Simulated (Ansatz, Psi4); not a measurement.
SO2: a line through the functionals

The species is SO2 (3 atoms), meant as a singlet with charge 0. As SMILES, `O=S=O`. The coordinates come from a PBE0-D4/def2-TZVP relaxation.

The vertical ionisation energy (to the doublet cation) y, in eV, basis def2-TZVPP; a is the functional's share of exact exchange. Programs: Ansatz 0.2.0, Psi4 1.11.

| functional | program | a | y (eV) |
| --- | --- | --- | --- |
| TPSS | Psi4 | 0 | 12.05 |
| r2SCAN | Psi4 | 0 | 12.17 |
| B3LYP | Psi4 | 0.2 | ? |
| r2SCAN0 | Ansatz | 0.25 | 12.42 |
| PBE0 | Psi4 | 0.25 | 12.36 |
| BHLYP | Psi4 | 0.5 | 12.57 |

Fit y = c + s·a to the known rows and predict B3LYP.


1. Means of the 5 rows: a = 0.2000, y = 12.314.
2. Σ(Δa)² = 0.175, Σ(Δa·Δy) = 0.166, so the slope is 0.166/0.175 = 0.94857.
3. Intercept: 12.314 − (0.94857) × 0.2000 = 12.124. The largest residual of the fit is 0.074.
4. B3LYP: 12.124 + (0.94857) × 0.2 = 12.31 eV.

The run gave 12.41 eV, so the prediction is off by -0.10 eV, about the largest residual. The rows mix families of semi-local functionals, which the line can't see. The measured value is 12.50 eV (NIST CCCBDB).
